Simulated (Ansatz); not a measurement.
C₂H₃F, SMILES C[C]F, a composite energy at a relaxed geometry

Computed with Ansatz 0.2.0 through its Python package.

Notebook, run cell by cell (the value of a cell's last expression is shown):

```python
import itertools

import ansatz
from ase import Atoms
from ase.data import atomic_numbers, covalent_radii
import numpy as np
```

```python
SETTINGS = {
    "basis": "def2-SVP",
    "functional": "b3lyp",
    "dispersion": "d4",
}
```

```python
atoms = Atoms(["C", "C", "F", "H", "H", "H"], positions=[
    (-0.4512, 0.0134, -0.0225),
    (0.8708, -0.7147, -0.1684),
    (1.9145, 0.1331, 0.1539),
    (-0.5782, 0.3562, 1.0256),
    (-1.28, -0.6763, -0.2835),
    (-0.476, 0.8883, -0.7052),
])
geometry = ansatz.Crystal.molecule_from_ase(atoms)
```

```python
calc = (
    geometry.calculation()
    .basis(gaussian=SETTINGS["basis"])
    .functional(SETTINGS["functional"], dispersion=SETTINGS["dispersion"])
    .spin("collinear", total=2)
)
symbols = [site.symbol for site in geometry.cartesian_sites]
start = np.array([site.position_ang for site in geometry.cartesian_sites], dtype=float)
report = calc.relax(force_tolerance=0.01).run().report
end = np.array(report["positions_ang"])
# pairs closer than 1.2 times the sum of covalent radii, before or after
radius = [covalent_radii[atomic_numbers[s]] for s in symbols]
span = lambda where, i, j: np.linalg.norm(where[i] - where[j])
bonded = [(i, j) for i, j in itertools.combinations(range(len(symbols)), 2) if min(span(start, i, j), span(end, i, j)) < 1.2 * (radius[i] + radius[j])]
print("pair        before    after (A)")
for i, j in bonded:
    print(f"{symbols[i]}{i}-{symbols[j]}{j}".ljust(10), f"{span(start, i, j):8.4f} {span(end, i, j):8.4f}")

minimum = ansatz.Crystal.molecule()
for symbol, place in zip(symbols, end):
    minimum = minimum.atom(symbol, place.tolist())
at_minimum = minimum.calculation().spin("collinear", total=2)
# MP2 extrapolated to the basis limit, plus the small-basis difference CCSD(T) - MP2
level = lambda method, basis: at_minimum.basis(gaussian=basis).correlation(method).run().report
small, large, cluster = level("mp2", "cc-pVDZ"), level("mp2", "cc-pVTZ"), level("ccsd_t", "cc-pVDZ")
corr = lambda each: (each["free_energy_ev"] - each["reference_energy_ev"]) / 27.211386246
mp2_limit = (27 * corr(large) - 8 * corr(small)) / 19
pieces = {"HF / cc-pVTZ": large["reference_energy_ev"] / 27.211386246, "MP2 correlation, DZ-TZ limit": mp2_limit, "CCSD(T) - MP2 / cc-pVDZ": corr(cluster) - corr(small)}
for name, value in pieces.items():
    print(f"{name:32s} {value:14.6f} Ha")
print(f"{'sum':32s} {sum(pieces.values()):14.6f} Ha")
print("T1 diagnostic", round(cluster["correlation"]["coupled_cluster"]["t1_diagnostic"], 4))
```

    pair        before    after (A)
    C0-C1        1.5163   1.4784
    C0-H3        1.1100   1.1090
    C0-H4        1.1094   1.0998
    C0-H5        1.1100   1.1090
    C1-F2        1.3827   1.3214
    HF / cc-pVTZ                        -176.879297 Ha
    MP2 correlation, DZ-TZ limit          -0.580568 Ha
    CCSD(T) - MP2 / cc-pVDZ               -0.041497 Ha
    sum                                 -177.501361 Ha
    T1 diagnostic 0.0163

Total energies depend on the basis set; only differences at equal settings carry meaning. The sum leaves out core correlation, relativity, the Hartree-Fock basis error and zero-point energy; a DZ-TZ extrapolation is rough. The species is open-shell (spin multiplicity 3). b3lyp holds the VWN-RPA fit, as in Gaussian; the form of ORCA and Turbomole is b3lyp5. Inner cores stay frozen, so this is valence correlation. An extrapolation from small basis sets is rough. Run time: 41 s on 1 thread of AMD EPYC 7571 (shared host), peak memory 0.3 GiB.

(A comment or docstring line of the script was reworded after the run, the code is as it ran.)
